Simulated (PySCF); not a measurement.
All of these have the formula C2H3P. The calculation used TDDFT CAM-B3LYP/def2-SVPD, vertical, gas phase, core orbitals frozen in the response (PySCF 2.14.0, density-fitted response routines). Geometries: GFN2-xTB; one conformer of each isolated species. Triplets are in the Tamm–Dancoff approximation.

A. `C#CP`
B. `CC#P`
C. `C1=CP1`

Lowest singlet levels (six at most, fewer where fewer were computed) with oscillator strengths:

1. 4.27 eV (f 0.000); 4.63 eV (f 0.001 summed over 2 states); 6.92 eV (f 0.048 summed over 2 states); 7.51 eV (f 0.056 summed over 2 states); 7.62 eV (f 0.896); T1 3.29 eV
2. 5.25 eV (f 0.005); 5.53 eV (f 0.011); 5.82 eV (f 0.002); 6.52 eV (f 0.019); 6.90 eV (f 0.061); 7.00 eV (f 0.007); T1 3.91 eV
3. 5.68 eV (f 0.007); 6.26 eV (f 0.021); 6.67 eV (f 0.002); 6.75 eV (f 0.018); 7.26 eV (f 0.080); 7.56 eV (f 0.054); T1 5.03 eV

Question: Match each spectrum to its molecule.

Answer: 1 = B, 2 = C, 3 = A.
- A: S1 at 5.68 eV, HOMO→LUMO (86%); Löwdin shares by element: HOMO carbon 49%, phosphorus 38%, hydrogen 5% or more; LUMO carbon 45%, phosphorus 30%, hydrogen 10% or more (atoms not listed hold the other 16%); HOMO -8.64 and LUMO 1.06 eV; point group Cs.
- B: S1 at 4.27 eV, HOMO-1/HOMO→LUMO/LUMO+1 (99%); Löwdin shares by element: HOMO (one of a set within 0.03 eV) carbon 53%, phosphorus 42%; LUMO (one of a set within 0.03 eV) phosphorus 53%, carbon 40%, hydrogen 4% or more; HOMO -8.64 and LUMO 0.27 eV; point group C3v, 3 of its 8 listed states under f = 0.0005.
- C: S1 at 5.25 eV, HOMO→LUMO (92%); Löwdin shares by element: HOMO phosphorus 47%, carbon 36%, hydrogen 14% or more; LUMO carbon 75%, phosphorus 8%, hydrogen 7% or more; HOMO -8.12 and LUMO 0.71 eV; point group Cs.

A slash joins orbitals within 0.01 eV of each other, whose weights are summed (≥ marks a lower bound).
